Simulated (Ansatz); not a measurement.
CH5BS (`BSC`), relaxed with RKS PBE-D4/def2-SVP in the Gaussian-basis code of Ansatz from a rough embedded geometry. The force threshold is 0.03 eV/Å; the program also tests the step.

The species carries charge 0 and has multiplicity 1.

Start:

```xyz
8

B     0.873   -0.217   -1.172
S    -0.358   -1.208   -0.264
C    -0.718    0.142    0.884
H     0.581    0.399   -2.084
H     2.051   -0.244   -0.888
H     0.198    0.392    1.486
H    -1.510   -0.242    1.645
H    -1.116    0.978    0.393
```

```
         step  energy (eV)  largest force (eV/Å)  largest move (Å)
            1  -12616.9532                 2.868             0.000
            2  -12617.0934                 1.321             0.158
            3  -12617.2020                 0.356             0.105
            4  -12617.2271                 0.235             0.042
            5  -12617.3696                 0.603             0.200
            6  -12617.5440                 0.663             0.169
            7  -12617.7681                 0.902             0.195
            8  -12618.0050                 0.635             0.195
            9  -12618.1393                 0.719             0.200
           10  -12618.2239                 0.683             0.195
           11  -12618.2396                 0.687             0.177
           12  -12618.2702                 0.319             0.104
           13  -12618.2753                 0.316             0.123
           14  -12618.2779                 0.169             0.060
           15  -12618.2809                 0.024             0.056
16 (rejected)  -12618.2787                 0.221             0.065
           17  -12618.2814                 0.043             0.032
18 (rejected)  -12618.2804                 0.129             0.057
           19  -12618.2818                 0.037             0.028
           20  -12618.2820                 0.040             0.030
           21  -12618.2822                 0.041             0.016
           22  -12618.2824                 0.038             0.026
           23  -12618.2824                 0.029             0.017
```

End:

```xyz
8

B     1.007   -0.282   -1.219
S     0.490   -0.962    0.324
C    -0.780    0.187    0.982
H     0.532    0.747   -1.652
H     1.857   -0.923   -1.803
H    -0.437    0.580    1.959
H    -1.724   -0.372    1.132
H    -0.945    1.024    0.278
```

Run time 18 s (2 threads of a server CPU on a shared host); peak host memory 0.16 GiB.
